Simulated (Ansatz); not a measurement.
System: C2H6N, net charge -1, singlet state. It need not be the lowest isomer of its formula. Whether it binds its extra electron was not tested at this geometry. 
Structure (B3LYP-D3(BJ)/def2-TZVP (Ansatz, a quantum-chemistry and plane-wave program) minimum search):
SMILES: NC[CH2-]
```xyz
9

C      1.3239    -0.3399     0.0017
C      0.1335     0.5457    -0.0015
N     -1.3043    -0.0455    -0.0006
H      1.3672    -0.9723     0.9042
H      1.3682    -0.9775    -0.8970
H      0.1290     1.2041    -0.8834
H      0.1280     1.2092     0.8766
H     -1.3038    -0.6879     0.7937
H     -1.3029    -0.6925    -0.7912
```
Charge -1, spin multiplicity 1.

Basis-set convergence of Hartree-Fock and CCSD correlation energies (hartree) with Ansatz. Correlated levels leave the core frozen unless marked. No spin-orbit coupling. No relativistic terms. This anion needs diffuse functions, which these sets lack.

| basis | functions | E(HF) | E(corr, CCSD) |
|---|---|---|---|
| cc-pVDZ | - | -133.55897 | -0.51798 |
| cc-pVTZ | 174 | [?] | [?] |

Task: Fill in the missing entries.

Result: 
- cc-pVTZ, E(HF): -133.60835
- cc-pVTZ, E(corr, CCSD): -0.62386
